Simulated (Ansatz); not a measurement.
Elastic constant C12 (GPa) of solids drawn from the class of intermetallic compounds, at two levels: PBE (plane waves, PAW; Ansatz, a first-principles code), and LDA in Ansatz (PAW).

```json
[
 {"solid": "L1₂ (Cu3Au-type) Pt3Ti", "PBE": "181", "LDA": "219", "shift (%)": "+21"},
 {"solid": "L1₂ (Cu3Au-type) Ni3Fe", "PBE": "153", "LDA": "202", "shift (%)": "+32"},
 {"solid": "L1₂ (Cu3Au-type) Cu3Au", "PBE": "122", "LDA": "166", "shift (%)": "+36"},
 {"solid": "fluorite AuAl2", "PBE": "87.6", "LDA": "101", "shift (%)": "+15.3"},
 {"solid": "CsCl-type CuZn", "PBE": "109", "LDA": "148", "shift (%)": "+36"},
 {"solid": "fluorite PtAl2", "PBE": "108", "LDA": "121", "shift (%)": "+12.0"},
 {"solid": "CsCl-type PdIn", "PBE": "101", "LDA": "140", "shift (%)": "+39"},
 {"solid": "antifluorite Mg2Ge", "PBE": "20.6", "LDA": "24.4", "shift (%)": "+18.4"},
 {"solid": "CsCl-type RuAl", "PBE": "148", "LDA": "170", "shift (%)": "+14.9"},
 {"solid": "L1₂ (Cu3Au-type) Al3Sc", "PBE": "39.9", "LDA": "44.4", "shift (%)": "+11.3"}
]
```

The shifts run from +11.3 % to +39 %, with a median of +19.7 %.

Of 10 rows, LDA is the larger in 10 and the smaller in 0.

Ansatz's runs of these crystals have no spin polarisation, but for L1₂ (Cu3Au-type) Ni3Fe.

Density-functional runs with spin start from parallel moments for L1₂ (Cu3Au-type) Ni3Fe.

Spin–orbit coupling is left out, also for the solids with elements from indium on (L1₂ (Cu3Au-type) Pt3Ti, L1₂ (Cu3Au-type) Cu3Au, fluorite AuAl2, fluorite PtAl2, CsCl-type PdIn); its size isn't shown.

Each level is taken at its own relaxed cell. Ansatz's density-functional and Hartree–Fock values are scalar-relativistic unless marked +SOC, with PAW data made under PBE.
